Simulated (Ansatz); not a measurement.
Start from Ir in the fcc (Cu type) structure (space group Fm-3m, No. 225; a = 3.871 Å).

Levels (all Ansatz, a first-principles code, PAW, earlier PAW set): PBE (420 eV, no spin-orbit coupling); r2SCAN (500 eV, spin-orbit coupling left out).

Levels that relaxed their own cell: PBE and r2SCAN.

| level | lattice parameter a |
|---|---|
| PBE | 3.871 Å |
| r2SCAN | 3.845 Å |

Measured: lattice parameter a 3.831 Å (static lattice; corrected from measurement; as listed in Daniel Mejia-Rodriguez, S. B. Trickey, Phys. Rev. B (2018)).

Computed minus measured — lattice parameter a: PBE +1.0 %, r2SCAN +0.4 % (closest: r2SCAN).

No phonon test of stability was made. All final runs are without spin polarisation.
